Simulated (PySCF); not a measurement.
Neon: a sound run and one with changed settings

Sound run: Ne [Ne], Ne⁺ [He] 2s2 2p5. Calculation: PySCF 2.14, in pcseg-2; no relativity, point nucleus. The sound run starts from symmetry-adapted Hartree-Fock orbitals and uses a fine grid where one is needed.

Changed run: radial step 1.2 in ln r (0.13 in the sound run). This setting is unsound on purpose.

| species | method | sound run (hartree) | changed run (hartree) | converged |
| --- | --- | --- | --- | --- |
| Ne | UHF | -128.53512 | -128.53512 | yes |
| Ne | LDA | -128.22232 | -128.78690 | yes |
| Ne | B3LYP | -128.97149 | -129.42894 | yes |
| Ne⁺ | UHF | -127.81101 | -127.81101 | yes |
| Ne⁺ | LDA | -127.40639 | -128.00799 | yes |
| Ne⁺ | B3LYP | -128.17253 | -128.66373 | yes |

Ionisation energy of Ne:

```tsv
method	sound run (eV)	changed run (eV)
UHF	19.704	19.704
LDA	22.203	21.195
B3LYP	21.741	20.822
```

A coarse radial grid mis-integrates the density and the exchange-correlation energy, with errors of either sign; Hartree-Fock needs no grid.

For comparison, NIST gives 21.565 eV between the lowest levels.
